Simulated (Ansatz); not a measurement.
```yaml
crystal:
  periodic: [false, false, false]
  atoms:
    - {symbol: Ru, position_ang: [0.111730, 0.111721, 0.048762]}
    - {symbol: O, position_ang: [1.098869, 1.098826, 0.775264]}
    - {symbol: O, position_ang: [-1.158554, -1.158359, 0.178139]}
    - {symbol: O, position_ang: [-1.361094, 0.715072, -0.630875]}
    - {symbol: O, position_ang: [0.714969, -1.361292, -0.630564]}
basis:
  gaussian: {orbitals: def2-TZVP}
magnetization: {spin_polarized: true, initial_magnetization: 4}
hamiltonian: {xc: pbe0}
relax: {f_tol: 0.004, max_steps: 80}
```

```sh
$ ansatz run in.yaml --threads 1 --pin off --events-out ev --progress --plain --max-ram 2176MiB
```

Steps of the relaxation (energy above the last step; positions in Å, forces in eV/Å):

```
5
step 1, 1041.2 meV
Ru    0.112    0.112    0.049   -1.410   -1.410   -2.394
O     1.099    1.099    0.775    3.535    3.535    3.436
O    -1.159   -1.158    0.178   -2.141   -2.140    1.871
O    -1.361    0.715   -0.631   -1.388    1.404   -1.457
O     0.715   -1.361   -0.631    1.404   -1.389   -1.456
```

```
5
step 2, 294.0 meV
Ru    0.099    0.099    0.056   -0.566   -0.566   -1.115
O     1.112    1.111    0.853    0.445    0.445    0.929
O    -1.195   -1.195    0.335   -0.193   -0.192    0.918
O    -1.339    0.730   -0.752   -0.099    0.413   -0.366
O     0.729   -1.339   -0.752    0.413   -0.099   -0.366
```

```
5
step 3, 103.1 meV
Ru    0.084    0.084    0.020   -0.279   -0.279    0.092
O     1.069    1.069    0.933   -0.474   -0.474   -0.199
O    -1.189   -1.189    0.525    0.660    0.660   -0.058
O    -1.307    0.749   -0.869   -0.061    0.154    0.082
O     0.749   -1.307   -0.869    0.154   -0.061    0.082
```

```
5
step 5, 84.9 meV
Ru    0.057    0.057   -0.069    1.882    1.882   -0.026
O     0.971    0.971    0.985   -0.239   -0.239   -0.398
O    -1.067   -1.067    0.594   -1.501   -1.501    0.792
O    -1.364    0.809   -0.884   -0.381    0.239   -0.184
O     0.809   -1.364   -0.884    0.239   -0.381   -0.184
```

```
5
step 9, 0.0 meV
Ru    0.068    0.068   -0.062    0.001    0.001    0.001
O     0.989    0.989    0.955   -0.002   -0.002   -0.002
O    -1.116   -1.116    0.583    0.000    0.000    0.000
O    -1.360    0.825   -0.868    0.001   -0.001    0.000
O     0.825   -1.360   -0.868   -0.001    0.001    0.000
```

Close pairs at the end: Ru1–O2 1.653 Å, Ru1–O3 1.794 Å, Ru1–O5 1.806 Å, Ru1–O4 1.806 Å.

A stationary point of unrestricted PBE0 after 9 steps, with ⟨S²⟩ = 6.032 against 6.00 for a pure state; no frequencies were run, so it isn't proven a minimum. 2 min on 1 thread of Intel Xeon Platinum 8488C, shared host.
